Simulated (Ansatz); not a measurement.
# BH₂+ (singlet): wave-function methods side by side at distance B1–H2 = 1.449 Å, aug-cc-pVTZ

An exercise on one series of results from a longer session: the logs are not shown, and one member is left open.

The runs use Ansatz 0.2.0, Gaussian basis; aug-cc-pVTZ, core rule «outside noble gas», up to 1 orbitals frozen.

Plan: UHF; CCSD(T) on RHF; BCCD(T) on RHF; CCSDT(Q) on RHF; CASSCF and NEVPT2, 4 electrons in 6 orbitals; Full CI.

18 further runs of the same task are left out: 11 that didn't finish, 7 set aside as unsound or not needed.

## What is computed

The geometry derives from a PBE0/def2-TZVP stationary point (not a proven minimum). One bond is set to the value named and the two fragments are kept rigid.

3 atoms, charge 1, spin multiplicity 1.

Atoms are counted from 1 here; the program's logs count them from 0.

Bond lengths: B1–H2 1.449 Å, B1–H3 1.179 Å. Angles: H2–B1–H3 180.0°.

The first run:

in.yaml

```yaml
crystal:
  periodic: [false, false, false]
  atoms:
    - {symbol: B, position_ang: [0.000000, 0.000000, 0.089940]}
    - {symbol: H, position_ang: [0.000000, 0.000000, -1.359060]}
    - {symbol: H, position_ang: [0.000000, 0.000000, 1.269121]}
basis:
  gaussian: {orbitals: aug-cc-pVTZ}
total_charge: 1
magnetization: {spin_polarized: true, initial_magnetization: 0}
hamiltonian: {xc: hf}
output: {orbitals: {seedname: orbitals}}
```

Launch:

```bash
$ ansatz run in.yaml --threads 1 --pin off --events-out ev --progress --plain --max-ram 2393MiB
```

Among the steps run: UHF; CCSD(T) on RHF; BCCD(T) on RHF; CCSDT(Q) on RHF; CASSCF and NEVPT2, 4 electrons in 6 orbitals; Full CI.

One of the session's tables, all rows but one given; the rest of the session is left out.

| method | from FCI (meV) |
| --- | --- |
| RHF | +2467.2 |
| RMP2 | +539.7 |
| RCCSD | +41.8 |
| RCCSD(T) | +9.7 |
| BCCD(T) | +9.6 |
| RCCSDT | +0.9 |
| RCCSDT(Q) | ? |
| CASSCF valence | +1023.7 |
| NEVPT2 valence | +357.8 |
| FCI | 0 |

Estimate the missing values for RCCSDT(Q).

The run gave: from FCI (meV): +0.2. In the column «from FCI (meV)» it lies between FCI (0) and RCCSDT (+0.9).
